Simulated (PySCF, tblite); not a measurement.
**C₄H₆NO radical: geometry, infrared bands and EPR parameters**

Wanted: the infrared bands and EPR parameters of C₄H₆NO radical (`C[C@H]1[CH]ON=C1`), by calculation.

The runs use tblite 0.8.0 and PySCF 2.14.0, with density-fitted response routines of our own; the level of theory stands in each step. All values are computed, except where a source is named. Atoms are numbered from 0 throughout.

### 1 Starting geometry

12 atoms, charge 0, multiplicity 2; geometry from: force field or distance geometry start.

Bonds of the start (Å): C0–C1 1.51, C1–C2 1.52, C2–O3 1.46, O3–N4 1.38, N4–C5 1.30, C5–C1 1.48, C0–H6 1.11, C0–H7 1.12, C0–H8 1.10, C1–H9 1.10, C2–H10 1.13, C5–H11 1.09.

### 2 Optimising the geometry with GFN2-xTB

Job settings and geometry (Å):

```
{"job": {"kind": "relax", "xc": "GFN2-xTB", "basis": "xTB"}, "charge": 0, "multiplicity": 2}
C      1.412900    -0.194900     0.269500
C      0.060800    -0.218200    -0.397100
C     -0.941500    -1.121700     0.308400
O     -2.134800    -0.558300    -0.304900
N     -1.953000     0.811500    -0.291400
C     -0.676200     1.068700    -0.354200
H      1.509600     0.541600     1.091700
H      2.137800     0.170000    -0.508200
H      1.731000    -1.207000     0.571600
H      0.164000    -0.523400    -1.444100
H     -1.047000    -0.850200     1.396100
H     -0.262300     2.081300    -0.363400
```

The run is started by

```
OMP_NUM_THREADS=1 python probes_run.py task.json out
```

One launch serves the whole session: the jobs run in the order shown.

Standard output:

```text
step      E/eV     max force
  0    -501.60573    3.257
  1    -501.90033    1.811
  2    -502.05334    1.030
  3    -502.12921    0.945
  4    -502.25833    0.944
  5    -502.34361    1.099
  6    -502.43683    0.887
  7    -502.50941    0.832
  8    -502.58362    0.694
  9    -502.64616    0.719
 10    -502.71477    0.805
 11    -502.78246    0.932
 12    -502.85394    0.906
 13    -502.91682    1.060
 14    -502.96588    0.882
 15    -503.01509    0.830
 16    -503.04609    0.618
 17    -503.07882    0.600
 18    -503.10129    0.499
 19    -503.11896    0.480
 20    -503.13472    0.367
 21    -503.14826    0.374
 22    -503.16081    0.338
 23    -503.16847    0.226
 24    -503.17597    0.290
 25    -503.18213    0.274
 26    -503.18919    0.220
 27    -503.19530    0.161
 28    -503.19969    0.149
 29    -503.20207    0.152
 30    -503.20389    0.131
 31    -503.20498    0.108
 32    -503.20602    0.107
 33    -503.20739    0.148
 34    -503.20908    0.174
 35    -503.21038    0.110
 36    -503.21095    0.054
 37    -503.21121    0.039
 38    -503.21146    0.042
 39    -503.21168    0.043
 40    -503.21184    0.028
 41    -503.21195    0.028
 42    -503.21206    0.028
 43    -503.21217    0.031
 44    -503.21228    0.026
 45    -503.21236    0.027
 46    -503.21244    0.025
 47    -503.21253    0.038
 48    -503.21266    0.046
 49    -503.21283    0.044
 50    -503.21302    0.038
 51    -503.21321    0.047
 52    -503.21344    0.054
 53    -503.21374    0.050
 54    -503.21407    0.053
 55    -503.21437    0.048
 56    -503.21458    0.037
 57    -503.21473    0.034
 58    -503.21485    0.023
 59    -503.21491    0.016
 60    -503.21494    0.012
 61    -503.21495    0.010
```

Wall time 0.75 s (1 thread of AMD EPYC, shared host); peak memory 0.18 GiB.

Along the way: (not every step is listed)

```
step  energy from step 0 (eV)  largest force (eV/Å)
   0                   0.0000                3.2567
   1                  -0.2946                1.8108
   2                  -0.4476                1.0296
   3                  -0.5235                0.9453
   4                  -0.6526                0.9442
   5                  -0.7379                1.0987
   6                  -0.8311                0.8873
   7                  -0.9037                0.8322
   8                  -0.9779                0.6935
  12                  -1.2482                0.9058
  16                  -1.4404                0.6184
  20                  -1.5290                0.3672
  24                  -1.5702                0.2903
  28                  -1.5940                0.1494
  32                  -1.6003                0.1071
  36                  -1.6052                0.0536
  40                  -1.6061                0.0281
  44                  -1.6066                0.0262
  48                  -1.6069                0.0459
  52                  -1.6077                0.0537
  56                  -1.6089                0.0366
  57                  -1.6090                0.0335
  58                  -1.6091                0.0228
  59                  -1.6092                0.0157
  60                  -1.6092                0.0121
  61                  -1.6092                0.0101
```

Distances of close pairs at the start and the end, largest changes first:

```
  bond  before (Å)  after (Å)  change (Å)
 C2–O3       1.455      1.351      -0.104
C2–H10       1.126      1.067      -0.059
 C0–C1       1.508      1.546      +0.038
 C1–C2       1.523      1.485      -0.038
 C0–H7       1.124      1.087      -0.037
 O3–N4       1.382      1.359      -0.023
C5–H11       1.094      1.071      -0.023
 N4–C5       1.304      1.282      -0.022
```

The final coordinates are the input of the step that follows.

### 3 Infrared spectrum with GFN2-xTB

Job settings and geometry (Å):

```
{"job": {"kind": "ir", "xc": "GFN2-xTB", "basis": "xTB"}, "charge": 0, "multiplicity": 2}
C      1.398068    -0.093759     0.338693
C      0.057587    -0.239118    -0.417569
C     -1.022767    -0.909531     0.349295
O     -2.065922    -0.072618     0.542258
N     -1.813485     1.116675    -0.063980
C     -0.658667     1.069491    -0.617836
H      1.244830     0.412012     1.289145
H      2.096391     0.484757    -0.260529
H      1.823726    -1.075280     0.528777
H      0.282668    -0.739947    -1.375554
H     -1.066514    -1.872730     0.806425
H     -0.274719     1.919362    -1.145152
```

Standard output:

```text
mode    cm-1     km/mol
  1     166.3      0.08
  2     186.9      0.26
  3     247.8     18.94
  4     304.1     11.99
  5     460.3      0.99
  6     559.1      1.42
  7     738.5      1.59
  8     775.7      3.22
  9     835.6      9.50
 10     917.9     13.39
 11     945.5     17.02
 12     965.4     57.78
 13    1030.5     10.54
 14    1044.0     11.20
 15    1067.6     31.81
 16    1082.0      7.71
 17    1180.7      1.06
 18    1234.5     25.49
 19    1243.1     24.63
 20    1263.9     27.99
 21    1390.0      1.37
 22    1486.3      4.02
 23    1491.6      3.63
 24    1572.2     75.07
 25    2777.0     38.47
 26    3039.8     23.48
 27    3040.8     21.46
 28    3045.6     21.72
 29    3176.8      4.94
 30    3210.5      1.77
```

Run time: 0.72 s. Hardware: 1 thread of AMD EPYC, shared host; peak memory 0.18 GiB.

The strongest bands and the atoms that carry them (share of the mass-weighted mode):

```
cm⁻¹  km/mol                                atoms
 965    57.8           N4 28 %, O3 23 %, H10 21 %
1068    31.8  C1 30 %, H10 16 %, O3 11 %, H9 10 %
1234    25.5            C1 31 %, H9 25 %, C2 18 %
1243    24.6            H9 42 %, C2 20 %, C1 14 %
1264    28.0            H9 27 %, C1 26 %, C2 20 %
1572    75.1                     C5 54 %, N4 39 %
2777    38.5                              H9 93 %
3040    23.5                              H6 90 %
```

### 4 g tensor and hyperfine couplings: B3LYP/pcH-1

Same as in step 3 but for these lines:

```diff
@@ -1,2 +1,2 @@
-{"job": {"kind": "ir", "xc": "GFN2-xTB", "basis": "xTB"}, "charge": 0, "multiplicity": 2}
+{"job": {"kind": "epr", "basis": "pcH-1"}, "charge": 0, "multiplicity": 2}
 C      1.398068    -0.093759     0.338693
```

With the program's defaults for keys left out, this is: UKS B3LYP, pcH-1 on C H N O, non-relativistic, mean-field spin-orbit, GIAO.

Standard output:

```text
UKS, coarse grid
  cycle   1  E = -285.86227992  |g| = 3.30e-01
  cycle   2  E = -285.83029203  |g| = 4.49e-01
  cycle   3  E = -285.90183999  |g| = 1.20e-01
  cycle   4  E = -285.90633698  |g| = 4.14e-02
  cycle   5  E = -285.90710813  |g| = 1.60e-02
  cycle   6  E = -285.90721580  |g| = 8.20e-03
  cycle   7  E = -285.90724542  |g| = 1.91e-03
  cycle   8  E = -285.90724878  |g| = 1.06e-03
  cycle   9  E = -285.90724921  |g| = 2.88e-04
UKS, final grid
  cycle   1  E = -285.90723298  |g| = 3.59e-04
  cycle   2  E = -285.90723292  |g| = 5.41e-04
  cycle   3  E = -285.90723307  |g| = 9.34e-05
  cycle   4  E = -285.90723308  |g| = 5.94e-05
  cycle   5  E = -285.90723309  |g| = 3.05e-05
  cycle   6  E = -285.90723309  |g| = 1.23e-05
E = -285.90723309 Eh   <S^2> = 0.7562 (exact 0.7500)
g shifts (ppm)      1          2          3
  rmc          -181       -181       -181
  gc              2         41         34
  oz_so         -72        181       1562
  total        -251         40       1415
hyperfine (MHz)  atom isotope    a_iso     a_fc   dipolar eigenvalues
    0   13C     109.38     109.38     -6.11     -5.92     12.03
    1   13C     -39.37     -39.37     -1.64     -0.17      1.81
    2   13C      84.68      84.68    -73.62    -72.36    145.98
    3   17O     -20.67     -20.67    -51.65     24.16     27.49
    4   14N      -1.25      -1.25     -3.52      1.52      1.99
    5   13C      11.72      11.72    -10.34     -6.45     16.79
    6    1H      -5.13      -5.13     -5.42     -2.03      7.44
    7    1H       4.88       4.88     -3.62     -2.26      5.88
    8    1H      -4.58      -4.58     -4.41     -2.42      6.83
    9    1H     148.21     148.21     -4.31     -3.25      7.56
   10    1H     -60.75     -60.75    -35.03     -0.08     35.12
   11    1H      -8.78      -8.78     -5.58     -1.60      7.18
```

Wall time 69 s (1 thread of AMD EPYC, shared host); peak memory 0.83 GiB.

Principal g values 2.00207, 2.00236, 2.00373; g(iso) = 2.00272, against 2.00232 for a free electron.

Mean a(iso) over the nuclei that a row names, and the largest dipolar term of the row (other rows stand at the frozen geometry):

```
    nuclei  isotope  a(iso) (MHz)  a(iso) (G, at g = 2.0023)  largest dipolar term (MHz)
        H9       1H         148.2                       52.9                         7.6
        C0      13C         109.4                       39.0                        12.0
        C2      13C          84.7                       30.2                       146.0
       H10       1H         -60.8                      -21.7                        35.1
        C1      13C         -39.4                      -14.0                         1.8
        O3      17O         -20.7                       -7.4                       -51.7
        C5      13C          11.7                        4.2                        16.8
       H11       1H          -8.8                       -3.1                         7.2
H6, H7, H8       1H          -1.6                       -0.6                         7.4
        N4      14N          -1.2                       -0.4                        -3.5
```

Mulliken spin populations:

```
atom  value (e)
  C0       0.05
  C1      -0.08
  C2       0.85
  O3       0.08
  N4      -0.04
  C5       0.11
  H6       0.00
  H7       0.01
  H8       0.00
  H9       0.06
 H10      -0.04
 H11      -0.01
```

In first order the couplings over 0.8 MHz of 1H, 14N give 96 distinct lines over 80.3 G, if the averaged nuclei exchange fast.

Orbitals, density, ELF and potential are computed afterwards from the orbital file.

ELF in a plane through or near 7 of the atoms.

Ten even steps from '0' (0.00) to '9' (1.00):
```
0000000000000000000000000000
0000000000000000000000000000
0000000000000000000000000000
0000000000000278741000000000
0000000000003899984000000000
0000002310002899994000000000
0000189997200489863246641000
0000499999600252537788863100
0000399999733585268778853000
0000035762388567413543200000
0000025762388466414675300000
0000399999733586158888841000
0000499999600362525567631000
0000289997200389874112210000
0000012420000699997100000000
0000000000001699997200000000
0000000000000168852000000000
0000000000000000000000000000
0000000000000000000000000000
0000000000000000000000000000
```
The map spans 9.2 Å across and 9.6 Å up, centred on the molecule. Atoms in the plane (x, y in Å): C0 (-1.4, 0.0), C2 (0.9, -1.1), C5 (0.8, 1.1), H7 (-2.0, 0.9), H8 (-2.0, -0.9), H10 (0.7, -2.2), H11 (0.6, 2.2).

log10 of the density (e/Å³) in the same plane.

Values, 10 rows by 14 columns:
```
-4.0 -4.0 -4.0 -4.0 -4.0 -4.0 -4.0 -4.0 -4.0 -4.0 -4.0 -4.0 -4.0 -4.0
-4.0 -4.0 -4.0 -4.0 -4.0 -4.0 -3.4 -2.9 -2.7 -3.1 -3.8 -4.0 -4.0 -4.0
-4.0 -4.0 -3.8 -3.2 -3.0 -2.8 -1.9 -0.9 -0.8 -1.5 -2.3 -2.8 -3.8 -4.0
-4.0 -3.3 -2.4 -1.4 -1.1 -1.4 -1.3 -0.1  0.3 -0.4 -0.8 -1.3 -2.2 -3.7
-4.0 -2.9 -1.9 -0.5  0.3 -0.3 -0.5  0.1  0.8  0.4  0.2 -0.6 -1.8 -3.3
-4.0 -2.8 -1.9 -0.7  0.2  0.4  0.1  0.1 -0.2  0.0  0.1 -0.7 -1.9 -3.7
-4.0 -3.0 -2.0 -0.8 -0.2 -0.7 -1.0 -0.1  1.4  0.0 -0.2 -0.9 -2.1 -4.0
-4.0 -3.9 -3.1 -2.4 -2.1 -2.3 -1.7 -0.5  0.2 -0.9 -1.9 -2.4 -3.6 -4.0
-4.0 -4.0 -4.0 -4.0 -3.9 -3.7 -2.8 -2.0 -1.8 -2.2 -3.1 -3.9 -4.0 -4.0
-4.0 -4.0 -4.0 -4.0 -4.0 -4.0 -4.0 -4.0 -3.9 -4.0 -4.0 -4.0 -4.0 -4.0
```
The map spans 9.2 Å across and 9.6 Å up, centred on the molecule. Atoms in the plane (x, y in Å): C0 (-1.4, 0.0), C2 (0.9, -1.1), C5 (0.8, 1.1), H7 (-2.0, 0.9), H8 (-2.0, -0.9), H10 (0.7, -2.2), H11 (0.6, 2.2).

On the surface of density 0.002 e/bohr³ the electrostatic potential runs, from the 1st to the 99th percentile, from -1.67 V near N4 to 1.27 V near H11.

The spin density lies nearest to C2 52 %; O3 12 %; H10 9 %; C5 7 %.

### 5 Summary of results

| quantity | value |
| --- | --- |
| strongest single infrared mode (GFN2-xTB) | 1572 cm⁻¹, 75 km/mol |
| zero-point energy (GFN2-xTB) | 57.9 kcal/mol |
| g(iso) (B3LYP) | 2.00272 |
| ⟨S²⟩ | 0.756 (exact 0.75) |
| largest a(iso) (averaged by class) | 1H on H9, 148.2 MHz |
| surface potential, 1st and 99th percentile | -1.67 V and 1.27 V |

The optimisation took 61 steps and gained 1.609 eV; among the close pairs (by a distance rule), C2–O3 changed most, from 1.455 to 1.351 Å. All 30 modes are real, so the xTB geometry is a minimum. The strongest single mode, at 1572 cm⁻¹, moves mainly C5 and N4. GFN2-xTB is a fitted tight-binding method: band positions and strengths are rough. Its intensities can rank the bands wrongly. C2 carries the largest spin population, 0.85 e. The isotropic g lies 0.4 ppt above the free-electron value.
